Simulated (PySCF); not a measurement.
Stepwise substitution at one centre (B H-F). Isolated molecules, 0 K electronic values unless said otherwise. Strings in code marks are SMILES.

Quantity: redistribution energy (mixed species minus the weighted end members), in kcal/mol.

Level 1: PBE-D3(BJ)/def2-TZVP // B3LYP-D3(BJ)/def2-TZVP (PySCF)
Level 2: B3LYP/3-21G // B3LYP-D3(BJ)/def2-TZVP (PySCF)
Level 3: B3LYP/6-311+G** // B3LYP-D3(BJ)/def2-TZVP (PySCF)
Level 4: PBE/6-31G* // B3LYP-D3(BJ)/def2-TZVP (PySCF)

```json
[
 {"species": "1 of 3 H replaced by F: `BF`", "level 2": "-2.76", "level 3": "-0.75", "level 4": "-0.99"},
 {"species": "2 of 3 H replaced by F: `FBF`", "level 2": "-5.70", "level 3": "-4.06", "level 4": "-4.04"}
]
```

Question: What does level 1 give for each?

Answer: 
- 1 of 3 H replaced by F: `BF`: -0.95
- 2 of 3 H replaced by F: `FBF`: -4.32
